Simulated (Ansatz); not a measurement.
Input for Ansatz (development build ahead of 0.2.0):

```yaml
crystal:
  periodic: [false, false, false]
  atoms:
    - { symbol: F, position_ang: [0.00012, 0.71, 2.8] }
    - { symbol: F, position_ang: [-0.00012, -0.71, 2.8] }
    - { symbol: F, position_ang: [0.71, 0.0, 0.0] }
    - { symbol: F, position_ang: [-0.71, 0.0, 0.0] }
basis:
  gaussian: { orbitals: "6-31G" }
hamiltonian:
  xc: hf
```

The input is written out in the form of the current development build from the run's settings.

The run gave:

| Property | Result |
| --- | --- |
| Converged | yes |
| Total energy | -397.29205 hartree |
| Spin squared of the determinant | 0.000 |
